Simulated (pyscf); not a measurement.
Elementary routes open to `[SiH3][GeH3]` + `[H]` [doublet] in the gas phase (doublet surface):
A. `[GeH3]` [doublet] + `[SiH4]` (Ge–Si broken; H–Si formed)
B. `[SiH2][GeH3]` [doublet] + `[H][H]` (H–Si broken; H–H formed)

PySCF, gas phase, ωB97X-D3(BJ)/def2-SVP geometries.

Q: Rank the routes by free-energy barrier at 900 K, lowest first, for ωB97M-D3(BJ)/def2-TZVP energies (ideal gas, 1 atm, RRHO with modes under 100 cm⁻¹ raised to 100, one conformer, R ln 2 for chiral ones without a mode under 150 cm⁻¹).

A: B (20.1 kcal/mol), A (24.9 kcal/mol)

Route B is the fastest of these, ahead of the next by 4.8 kcal/mol. The most stable products are those of A (ΔG = -23.8 kcal/mol), whose barrier is 4.8 kcal/mol higher: the kinetic and the thermodynamic product differ. At 298 K B is still the fastest. Only these routes are compared; each barrier is that of the saddle found, and lower ones may exist. Elements up to Kr have no core potential and no relativistic terms here.
